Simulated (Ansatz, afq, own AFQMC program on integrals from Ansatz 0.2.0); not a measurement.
AFQMC on a folder of integrals that Ansatz 0.2.0 wrote.

```yaml
crystal:
  periodic: [false, false, false]
  atoms:
    - {symbol: Al, position_ang: [0.000000, 0.097554, 1.255543]}
    - {symbol: Al, position_ang: [0.000000, -0.014235, -1.376082]}
    - {symbol: H, position_ang: [0.000000, -0.964365, 3.181141]}
    - {symbol: H, position_ang: [0.000000, -1.266020, 0.045579]}
basis:
  gaussian: {orbitals: cc-pVDZ}
magnetization: {spin_polarized: true, initial_magnetization: 0}
correlation: {method: ccsd_t, electrons: outside_noble_gas, hamiltonian_folder: ham}
```

```sh
$ ansatz run in.yaml --threads 1 --pin off --events-out ev --progress --plain --max-ram 1382MiB
```

afq runs on the folder ham with

```
--method phaseless --trial cisd --walkers 60 --populations 1 --least-time 40 --time-step 0.005 --steps-per-block 50 --equilibration-blocks 40 --max-blocks 300 --target-error 0.00068 --factor-cut 1e-05 --start spin_pure --seed 8181 --release-times 0.24,0.51,0.99,1.62,2.4 --release-step 0.03 --release-every 4 --taylor-order 6
```

Times are imaginary, in 1/Eh. The walk had a cap of 936 s.

afq prints:

```
orbitals 36  electrons 4 4  factors 261 of 448
reference energy -484.88330538 Eh
CCSD correlation -0.16034050 Eh in 12 cycles, weight of the determinant in the CISD state 0.8317
energy of the start -485.043646 Eh
 block  time / (1/Eh)  mean weight  energy / Eh
     1     0.250  0.9993  -485.041400
     2     0.500  0.9993  -485.041245
     3     0.750  0.9995  -485.041734
     4     1.000  1.0002  -485.042126
     5     1.250  1.0007  -485.042661
    10     2.500  1.0011  -485.045805
    31     7.750  0.9994  -485.056511
    56    14.000  1.0007  -485.047136
    71    17.750  0.9986  -485.065642
    81    20.250  0.9997  -485.057647
   106    26.500  0.9999  -485.049971
   131    32.750  1.0004  -485.047734
   156    39.000  1.0020  -485.049178
   181    45.250  1.0008  -485.043428
   206    51.500  1.0002  -485.049255
   226    56.500  0.9992  -485.048719
blocks merged  error / Eh  count
     1  0.000313  190
     2  0.000402  95
     4  0.000498  47
     8  0.000585  23
    16  0.000600  11
released: time / (1/Eh)  energy / Eh  error  mean overlap
  0.24  -485.050845  0.000639  0.9975
  0.51  -485.050955  0.000466  1.0037
  0.99  -485.051358  0.000594  0.9786
  1.62  -485.050816  0.000429  0.9751
  2.40  -485.051513  0.000502  0.9672
energy -485.050930 +/- 0.000585 Eh
(rows thinned)
```

The run passed its tests (sampling time, drift between the halves within three errors, error under three times the target), which doesn't prove that it has relaxed.

Against this walk (error 15.9 meV) on the same determinant: CCSD(T) 35.3 meV higher, CCSDT(Q) 20.3 meV lower (within the noise). The error is statistical and leaves out the bias of the constraint. Released to 2.40 1/Eh the energy moves by -16 ± 21 meV (both errors), within twice the noise.

Cautions: constraint bias not in the error; higher spins were not checked; an unrestricted solution with more broken spin lies lower (45 meV, ⟨S²⟩ 0.43), while this determinant keeps restricted orbitals; raised T1 diagnostic (T1 0.024, weight of the determinant 0.83, largest double 0.12); the bias of populations of 60 walkers isn't removed.

The walk took 3.9 min on 1 thread of Arm Neoverse V1 (shared host). The log's last line is the phaseless energy.

CCSDT and higher add their correlation energy to the determinant of the CCSD(T) run, since their own runs factorise the integrals more tightly (a shift of under 2 meV). A walk keeps the symmetry of its determinant, which the program's search chose and which needn't be the lowest solution, so a lower state of the same spin and another symmetry isn't excluded.
